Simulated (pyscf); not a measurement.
This saddle point was located with ωB97X-D3(BJ)/def2-SVP in PySCF.

```xyz
8

O      1.8991     1.2831    -1.2637
Ge     0.6303     0.8089    -0.3690
O     -0.5348     1.1404     0.7968
C     -1.1056    -0.9023     0.7309
H      0.0475    -0.7440    -0.4089
H     -0.7281    -1.9220     0.5877
H     -1.9924    -0.6636     0.1418
H     -1.1527    -0.6074     1.7802
```

Surface: singlet, charge 0. Lowest wavenumbers (cm⁻¹): 1400i, 90, 130, 246, 340.

Task: Name the species on either side of this saddle.

Result: O=Ge=O + CH₄ ⇌ H₃C–O–GeH=O, an addition across a multiple bond or ene-type step read from left to right: C–H broken and Ge–H, C–O formed. At CCSD(T)/def2-TZVPP + ΔMP2(QZVPP) it lies +74.1 kcal/mol from the left side and +89.7 kcal/mol from the right (each side as separated species at their lowest minima found). On the product side the descent ends in a point that may be a rotor saddle (no frequency run), 3.1 kcal/mol over the lowest minimum found and 91.6 kcal/mol under the saddle at ωB97X-D3(BJ)/def2-TZVP. From the product side, H₃C–O• + [O=GeH]• lies, by one bond made or cut, 7.0 kcal/mol under this saddle at ωB97M-D3(BJ)/def2-TZVP. H₃C–O–GeH=O lies 24.0 kcal/mol over its isomer H₃C–Ge(=O)–OH (electronic energy, ωB97M-D3(BJ)/def2-TZVP). This is the saddle that the search found; another between the same sides may lie lower. The CCSD(T) − MP2 part came from Ansatz, without density fitting, on the same reference. The largest closed-shell T1 diagnostic is 0.030, which may signal static correlation. The frozen core leaves the outer d or s,p core shells of the metals and heavy elements correlated in the MP2 and CC values, and def2-TZVPP describes them poorly, which can shift differences by a few kcal/mol. Elements up to Kr have no core potential and no relativistic terms here.
